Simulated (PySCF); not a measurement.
Mg: ionisation energy

Mg [Ne] 3s2 → Mg⁺ [Ne] 3s1 [3s1/2^1, M_J = 1/2], as a difference of total energies. Computed with PySCF 2.14 in x2c-SVPall-2c with one added diffuse shell each of s, p type (5s5p1d, 25 functions), with the two-component X2C-1e Hamiltonian. Correlated levels: [Ne] frozen. "Screened" scales the spin-orbit matrix elements by Boettger's factors to mimic the two-electron term; Breit and QED terms are absent.

```
                    method  ionisation energy (eV)  error (eV)
 GHF (screened spin-orbit)                   6.585      -1.061
GMP2 (screened spin-orbit)                   7.142      -0.504
```

Reference: 7.646 eV (measured; NIST Atomic Spectra Database, ionization energies).

Errors of the correlated levels include the incompleteness of this basis and the frozen core.

MP2 underrates the near-degeneracy of ns² with np² in the lower species.
